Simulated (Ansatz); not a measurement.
H$_{2}$MgS, SMILES `[MgH][SH]`. Charge 0, multiplicity 1.

(1) List the harmonic frequencies (cm⁻¹, unscaled) at PBE0-D4/def2-TZVP in Ansatz. (An estimate is asked.)

(2) Is this a minimum?

(3) Give the ideal-gas thermochemistry at 298.15 K and 1 bar (rigid rotor, harmonic oscillator; point group Cs, symmetry number 1).

Results:

(1) The calculation gave: 290, 316, 434, 528, 1649, 2699.

(2) Yes, all 6 modes are real.

(3) Zero-point energy 35.4 kJ/mol; H(298) − E = 48.8 kJ/mol; entropy 265.1 J/(mol·K), of which translation 159.6, rotation 87.7, vibration 17.8; G(298) − E = -30.3 kJ/mol.
